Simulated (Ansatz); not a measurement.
**COF2 (SMILES O=C(F)F): methods side by side**

COF2: 4 atoms, total charge 0, spin state singlet. As SMILES, `O=C(F)F`. The shape is that of a GFN2-xTB optimisation.

Each level gives the vertical energy of the triplet above the singlet (eV). The values are calculated.

```csv
level,kind,program,value (eV),less FCI/STO-3G,CPU time (all runs)
HF/STO-3G,Hartree–Fock,Ansatz,4.74,-1.73,0.29 s
r2SCAN/STO-3G,meta-GGA,Ansatz,6.42,-0.05,7.9 s
B3LYP/STO-3G,global hybrid,Ansatz,6.27,-0.20,2.7 s
HSE06/STO-3G,range-separated hybrid,Ansatz,6.26,-0.21,3.2 s
wB97X/STO-3G,range-separated hybrid,Ansatz,6.30,-0.17,14 s
B2PLYP/STO-3G,double hybrid,Ansatz,6.35,-0.12,3 s
CCSDT/STO-3G,coupled cluster or CI,Ansatz,6.46,-0.01,2.6 s
FCI/STO-3G,exact in the basis,Ansatz,6.47,0.00,24 s
```

FCI/STO-3G is exact within its basis and frozen core, so for wave-function methods in that basis the difference is their error; functionals converge differently with the basis, so for them it is only a difference. The values span 4.74 to 6.47 eV. All rows use very small basis sets, so even the best lies far from the true value. Times are those of the runs behind each value, whatever else they computed, on shared processors of several kinds: orders of magnitude only.
